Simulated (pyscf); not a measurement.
Single points on ωB97X-D3(BJ)/def2-SVP structures (PySCF, gas phase).

Q: O=Ru(=O)(OH)–Cl (SMILES [O]=[Ru](=[O])([OH])[Cl]) [singlet] → O=Ru(=O)=O (SMILES [O]=[Ru](=[O])=[O]) [singlet] + HCl (SMILES Cl)
Surface: singlet. Broken: Cl–Ru, H–O. Formed: Cl–H. Give ΔE‡ and ΔE from ωB97M-D3(BJ)/def2-TZVP, relative to the reactant's lowest minimum found.

A: ΔE‡ = 251.3 kJ/mol, ΔE = +169.7 kJ/mol. Zero-point energy shifts the barrier by -18.1 kJ/mol. It is an elimination, with an imaginary mode of 1134i cm⁻¹. One saddle was located; it need not be the lowest between these sides. A restricted solution here is unstable towards spin polarisation, so biradical character is likely and single-reference numbers are less safe. Elements past Kr carry the def2 core potentials, without spin-orbit coupling.
